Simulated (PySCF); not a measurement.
Computed at M06-2X/ma-def2-TZVP // PBE0-D3(BJ)/ma-def2-SVP with PySCF (density fitting, grid level 3). Enthalpies at 298.15 K use unscaled PBE0-D3(BJ)/ma-def2-SVP harmonic frequencies.

Q: Rank by gas-phase deprotonation enthalpies (298 K, kJ/mol) at the best site tried, lowest first.
A. ethynol, `C#CO` (C2H2O)
B. methyl chloride, `CCl` (CH3Cl)
C. `BN` (BH4N)
D. `CF` (CH3F)
E. hydrogen fluoride, `F` (HF)
F. hydrogen cyanide, `C#N` (CHN)

A: A (1383), F (1456), E (1549), C (1593), B (1657), D (1712).

Sites or products: `BN` (BH4N): `B[NH-]`; methyl fluoride: `[CH2-]F`; ethynol: `C#C[O-]`; hydrogen fluoride: [F]-; hydrogen cyanide: `[C-]#N`; methyl chloride: `[CH2-]Cl`.

Others at the same level:
```
                            molecule  gas-phase deprotonation enthalpies (298 K, kJ/mol) at the best site tried
dimethyl sulfoxide, CS(C)=O (C2H6OS)                                                                       1568
                           CO (CH4O)                                                                       1594
```
